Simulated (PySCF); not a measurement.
CH3O (cation, charge +1), SMILES C=[OH+], B3LYP/def2-SVP optimised geometry.

```
5

C      0.22    -0.10     0.00
O     -0.33     1.02     0.00
H      1.32    -0.10     0.00
H     -0.37    -1.03     0.00
H     -1.32     1.03     0.00
```

Density from B3LYP/def2-TZVP in PySCF at that geometry.

Minimum of the electron density along straight lines between bonded atoms, close to the bond critical point (lines longer than 1.1 times the sum of covalent radii, or with two minima, are not listed):

```
bond   length / Å  ρ at the minimum / e bohr⁻³  ∇²ρ there / e bohr⁻⁵  position (fraction from the first atom)
-----  ----------  ---------------------------  --------------------  ---------------------------------------
C1–O2       1.245                        0.378                 -0.07                                     0.33
C1–H3       1.102                        0.292                 -1.15                                     0.69
C1–H4       1.104                        0.289                 -1.12                                     0.68
O2–H5       0.988                        0.328                 -2.34                                     0.82
```
